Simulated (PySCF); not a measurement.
These are B3LYP-D3(BJ)/def2-TZVP run with PySCF values and carry that method's errors. All species are isolated molecules in the gas phase. B3LYP has the VWN-RPA correlation part, as in Gaussian. Delta-SCF ions had no search for a lower state. 

Reference species (SMILES): `FC(F)(F)F` (neutral, multiplicity 1).

```json
{
  "vertical ionisation energy (Delta-SCF)": "15.46 eV",
  "HOMO–LUMO gap": "14.51 eV"
}
```

Changed species: `FC` (3 of 4 F replaced by H; the reference has 0 of 4 F replaced by H).

Question: What does the change do to the vertical ionisation energy (Delta-SCF) and HOMO–LUMO gap?

Answer: the vertical ionisation energy (Delta-SCF) decreases by 2.43 eV, to 13.03 eV; the HOMO–LUMO gap falls by 3.65 eV, to 10.86 eV.
